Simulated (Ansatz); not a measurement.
## AsH₃⁺, doublet: reading a ladder of total energies

Geometry: displaced at random from a stationary point.

```yaml
atoms:
  - { symbol: As, position_ang: [0.0034, 0.0012, -0.0167] }
  - { symbol: H, position_ang: [1.2746, 0.0234, 0.4171] }
  - { symbol: H, position_ang: [-0.8166, 1.2157, 0.4006] }
  - { symbol: H, position_ang: [-0.7103, -1.3294, 0.4210] }
```

Basis 6-31G (Cartesian d functions); Ansatz 0.2.0. Correlated methods freeze the noble-gas cores and the filled d shells of p-block atoms, which leaves 7 electrons in 21 orbitals. Prefix R: restricted or restricted open-shell reference. No spin–orbit coupling is included, and no scalar relativity.

Full CI is exact within this basis and frozen core; it isn't the basis-set limit.

Runs differ by some tens of microhartree through their thresholds and, for an open shell, their frozen cores, so steps under 0.03 kcal/mol mean nothing.

```
    level  total energy (hartree)
      RHF            -2235.229383
     RMP2            -2235.282394
    RCCSD            -2235.302633
 RCCSD(T)            -2235.303478
   RCCSDT            -2235.303758
RCCSDT(Q)            -2235.303786
  RCCSDTQ            -2235.303791
  full CI            -2235.303787
```

Q: What is the correlation energy at full CI, and what share of it do RMP2 and RCCSD(T) recover?

A: E(corr) = -2235.303787 − (-2235.229383) = -0.074404 hartree = -2.025 eV. RMP2: -0.053011 / -0.074404 = 71.25 %. RCCSD(T): -0.074095 / -0.074404 = 99.58 %.

Q: By how many kcal/mol does RCCSD(T) miss full CI (1 hartree = 627.509 kcal/mol), and which steps make up the rest?

A: -2235.303478 − (-2235.303787) = 0.000309 hartree = 0.19 kcal/mol. Steps: RCCSDT − RCCSD(T) = -0.18, RCCSDT(Q) − RCCSDT = -0.02, RCCSDTQ − RCCSDT(Q) = 0.00, full CI − RCCSDTQ = 0.00 kcal/mol. That is within 1 kcal/mol of the reference in this basis, which itself misses far more of the correlation at the basis-set limit.
